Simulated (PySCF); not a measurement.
## One molecule, many inputs

Molecule: SMILES C/N=C\C[NH3+], [C$_{3}$H$_{9}$N$_{2}$]+; geometry GFN2-xTB.

Cartesian coordinates in Å; atom numbers follow the order of the lines, from 1:
```xyz
14

C     2.314    0.023   -0.205
N     1.260   -0.367   -1.069
C     0.044   -0.320   -0.816
C    -0.639    0.161    0.471
N    -2.119    0.039    0.342
H     2.972   -0.838   -0.091
H     2.013    0.395    0.779
H     2.894    0.785   -0.728
H    -0.631   -0.661   -1.594
H    -0.381    1.206    0.662
H    -0.303   -0.441    1.318
H    -2.374   -0.943    0.164
H    -2.449    0.606   -0.452
H    -2.600    0.355    1.195
```

Total charge +1.

All runs: PySCF, non-relativistic, gas phase unless a solvent (IEF-PCM) is named; grid level 2, GIAOs and SCF threshold 1e-9 unless changed. The yardstick, PBE0/pcSseg-1, gives these isotropic shieldings σ (ppm, equivalent atoms averaged): C3 47.0, C1 141.7, N2 -169.2, H9 24.43, H12/H13/H14 26.37, H10/H11 27.29, H6/H7/H8 27.53.

(1) What do these inputs give? (1) KT3/pcSseg-0; guess sap; (2) LC-wPBE/MINI; damp 0.1; aux def2-universal-jkfit; (3) PBE0/pcSseg-1; guess huckel; conv 1e-11

(2) Comment on the technical settings and failures.

Results:

(1) 
```tsv
run	outcome	functions	wall time	C3	C1	N2	H9	H12/H13/H14	H10/H11	H6/H7/H8
1	converged	63	6 s	56.3	144.5	-150.2	25.81	28.64	28.46	28.65
2	converged	34	5.5 s	127.7	177.3	-151.0	22.39	25.03	26.02	26.27
3	converged	130	13 s	47.0	141.7	-169.2	24.43	26.37	27.29	27.53
```

Times are on 1 thread of an Arm Neoverse V1, shared host.

(2) 
- Run 1: The functional and orbital basis differ from the yardstick's, which in itself moves the values. The starting guess changes the path of the SCF (13 cycles), not the solution, provided the same state is reached. With 63 functions the basis is far too small for magnetic properties.
- Run 2: The functional and orbital basis differ from the yardstick's, which in itself moves the values. The damping changes the path of the SCF (12 cycles), not the solution, provided the same state is reached. With 34 functions the basis is far too small for magnetic properties. The other auxiliary basis adds little: it changes only the density-fitting error.
- Run 3: The starting guess changes the path of the SCF (16 cycles), not the solution, provided the same state is reached.

Runs 1, 2 were set up unsoundly or failed; their numbers aren't to be quoted as properties of the molecule.
